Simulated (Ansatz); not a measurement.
One change: `NC(F)=C=O` becomes `CC(N)=C=O`.

Ansatz, PBE0-D4/def2-TZVP geometries, multiplicity 1. Each molecule was computed in one conformer, which needn't be the lowest.

| property | `NC(F)=C=O` |
| --- | --- |
| HOMO energy (B3LYP/def2-TZVPP) / eV | -6.39 |
| HOMO–LUMO gap (B3LYP/def2-TZVPP) / eV | 4.65 |
| HOMO energy (PBE0/def2-TZVPP) / eV | -6.58 |
| HOMO–LUMO gap (ωB97M-V/def2-TZVPP) / eV | 9.70 |
| HOMO–LUMO gap (PBE/def2-TZVPP) / eV | 2.64 |
| size of the dipole moment (B3LYP/def2-TZVPP) / D | 2.43 |

Question: What does the change do to each property? (An estimate is asked.)

Answer: Ansatz gave: 
```tsv
property	`CC(N)=C=O`	shift
HOMO energy (B3LYP/def2-TZVPP) / eV	-6.13	0.26
HOMO–LUMO gap (B3LYP/def2-TZVPP) / eV	5.05	0.40
HOMO energy (PBE0/def2-TZVPP) / eV	-6.31	0.27
HOMO–LUMO gap (ωB97M-V/def2-TZVPP) / eV	9.98	0.28
HOMO–LUMO gap (PBE/def2-TZVPP) / eV	3.17	0.53
size of the dipole moment (B3LYP/def2-TZVPP) / D	1.13	-1.30
```

With PBE0 the HOMO rises by 0.27 eV and the LUMO rises by 0.68 eV, so the gap widens by about 0.41 eV. PBE moves the HOMO by 0.14 eV and ωB97M-V by 0.29 eV. The zero-point energy changes by 92.6 kJ/mol with +9 modes. Dipoles are sizes alone; their direction can turn.

B3LYP here is the variant with VWN-RPA as its local correlation; programs differ in this.
